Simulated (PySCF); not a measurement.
C2H2N2S.
Bonds: C1–N2 (aromatic), N2–N3 (aromatic), N3–C4 (aromatic), C4–S5 (aromatic), C1–S5 (aromatic). Hydrogens: H6 on C1; H7 on C4.

Theory: PBE0/def2-SVPD geometry optimisation, gas phase (PySCF).

Problem. What internal coordinates does the optimisation give?

Solution. 
| bond | length (Å) | order |
| --- | --- | --- |
| C1–N2, N3–C4 | 1.296 | aromatic |
| N2–N3 | 1.348 | aromatic |
| C1–S5, C4–S5 | 1.727 | aromatic |
| C1–H6, C4–H7 | 1.089 | single |

Bonds in one row agree within 0.01 Å and their mean is given. Orders are formal, as drawn. A selection of angles:
| angle | degrees |
| --- | --- |
| N2–C1–S5 | 113.9 |
| N2–C1–H6 | 123.6 |
| S5–C1–H6 | 122.5 |
| C1–N2–N3 | 113.0 |
| C1–S5–C4 | 86.2 |

S5 (thiophene-type sulfur) is bent (angle 86.2°). The 5 heavy atoms lie in one plane (0.000 Å rms). The 5-membered ring C1–N2–N3–C4–S5 has internal angles of 86.2° to 113.9° (sum 540°, against 540° for a flat polygon); it is planar, 0.00 Å rms from its mean plane, widest ring torsion 0°.

Point group: C2v (every atom within 0.08 Å of its image). Stationary, but not proved a minimum.
